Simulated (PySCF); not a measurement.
Stick spectrum of a doublet radical in fast tumbling, microwave frequency 9.419 GHz, simulated to first order from computed parameters.

```csv
field (mT),relative intensity
318.40,1
321.16,1
323.92,1
326.68,1
331.32,2
334.08,2
336.84,2
339.60,2
344.24,1
347.00,1
349.76,1
352.52,1
```

(1) What is g?

(2) Which couplings and how many nuclei make this pattern?

(3) The radical has the formula BH2O. Propose a structure, and say which nuclei carry the couplings.

Answers

(1) The pattern is symmetric about 335.46 mT, so g = hν/(μB·B0) = 9419/(13.99624 × 335.46) = 2.0061, a shift of +3.8 × 10⁻³ from the free-electron value.

(2) The first two lines at either end are about 2.76 mT apart, which is the smallest coupling, and their intensity ratio 1:1 counts the nuclei that share it. In full: a 1:2:1 triplet of 12.92 mT (363 MHz), from 2 nuclei of spin 1/2; a 1:1:1:1 quartet of 2.76 mT (78 MHz), from 1 nucleus of spin 3/2. Check: Σ 2nI·a is the distance from the first to the last line, 34.12 mT.

(3) The pattern alone needn't single out one isomer; the structure behind this simulation is H2BO, `B[O]` [radical], numbered [BH2:1][O:2] (hydrogens: H3, H4 on B1). 12.92 mT: 1H at H3/H4 (2 bonds from O2, on B1 of spin population -0.14; computed sign +); 2.76 mT: 11B at B1 (1 bond from O2; computed sign −). The Mulliken spin populations are largest on O2 (+0.78), H3 (+0.18), H4 (+0.18) and B1 (-0.14). Three atoms exceed +0.15.

Computed with UKS B3LYP, IGLO-III on B O, pcH-1 on H, non-relativistic, mean-field spin-orbit, GIAO in PySCF 2.14.0. Isolated species at its PBE0-D3(BJ)/def2-SVP geometry, gas phase.

Class means assume fast exchange of nuclei equivalent by connectivity; if that motion is slow, each nucleus keeps its own coupling.

Main isotope only: 11B (natural samples also hold 20 % 10B, magnetic too, which adds its own pattern).

First-order positions only. To second order lines move to lower field by a²/(2B0)·[J(J+1) − M²], with J the total spin of the equivalent nuclei and M its projection: up to 0.50 mT for the 12.92 mT coupling at this field, and inner lines split by J.

Rare isotopes and splittings under 0.04 mT were left out of the simulation.
